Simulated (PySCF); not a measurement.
Molecule: `C/C=C(/F)C#N`, C$_{4}$H$_{4}$FN.

Bonds (- single, = double, # triple, : aromatic): C1-C2 1.486 Å, C2=C3 1.337 Å, C3-F4 1.332 Å, C3-C5 1.433 Å, C5#N6 1.159 Å. C1 carries H7, H8, H9; C2 carries H10. Stereochemistry as in C/C=C(/F)C#N.

Geometry PBE0-D3(BJ)/def2-SVP throughout; GIAO in PySCF 2.14.0 with density-fitted response routines, gas phase, one conformer, non-relativistic; equivalent atoms averaged; functional PBE0.

**Question.** How do the absolute shieldings σ depend on the basis set? (ppm; last column core-seconds on shared hosts with different chips, so compare them loosely)

**Answer.** 
```
    basis set  functions     C3     C2     C5     C1     F4     N6    H10  H7/H8/H9  core-s
       STO-3G         34  123.0  128.1  144.6  213.6  317.7   53.9  27.01     30.86     1.9
        6-31G         62   65.6   76.6   88.1  185.2  304.1  -31.5  26.43     30.52     3.5
     pcSseg-0         62   40.1   56.5   63.7  177.2  296.7  -78.4  26.93     30.59     4.1
       6-31G*         92   64.0   75.0   90.4  180.9  314.0  -25.9  26.11     30.10       5
     def2-SVP        104   58.6   70.7   86.4  181.6  316.9  -38.1  25.44     29.58     5.7
      cc-pVDZ        104   61.9   73.1   88.6  183.0  312.2  -31.6  25.41     29.45     7.5
     pcSseg-1        122   42.8   53.6   68.1  169.9  299.9  -69.0  25.12     29.26     6.9
  aug-cc-pVDZ        174   62.1   71.2   85.4  181.7  314.3  -30.4  25.09     29.39      16
6-311+G(2d,p)        186   46.7   56.9   70.9  173.0  302.0  -56.7  25.28     29.59      16
    def2-TZVP        210   44.9   56.3   70.6  172.5  301.5  -59.1  25.27     29.56      20
      cc-pVTZ        236   46.5   58.3   72.5  173.4  301.7  -56.9  25.12     29.35      24
     IGLO-III        250   39.3   49.8   65.6  169.6  300.1  -66.5  25.12     29.42      27
     pcSseg-2        272   38.5   49.2   64.7  169.5  300.8  -69.5  24.97     29.28      25
```

**Question.** Which nucleus moves most, in ppm?

**Answer.** N6 (nitrile nitrogen): from -78.4 ppm with pcSseg-0 to 53.9 ppm with STO-3G. The smallest spread is 1.60 ppm, at H7/H8/H9. Proton shifts span only some 12 ppm, so a few tenths of a ppm matter as much there as several ppm in carbon.

**Question.** Taking the largest basis, pcSseg-2 (272 functions), as the yardstick, rank the others by their worst heavy-atom deviation.

**Answer.** IGLO-III 3.0 ppm (250 functions), pcSseg-1 4.3 ppm (122 functions), pcSseg-0 8.9 ppm (62 functions), def2-TZVP 10.3 ppm (210 functions), cc-pVTZ 12.5 ppm (236 functions), 6-311+G(2d,p) 12.7 ppm (186 functions), def2-SVP 31.4 ppm (104 functions), cc-pVDZ 37.8 ppm (104 functions), 6-31G 37.9 ppm (62 functions), aug-cc-pVDZ 39.0 ppm (174 functions), 6-31G* 43.5 ppm (92 functions), STO-3G 123.3 ppm (34 functions).

A small basis that lands close on one nucleus may do so by chance; judge by the trend and by all nuclei.
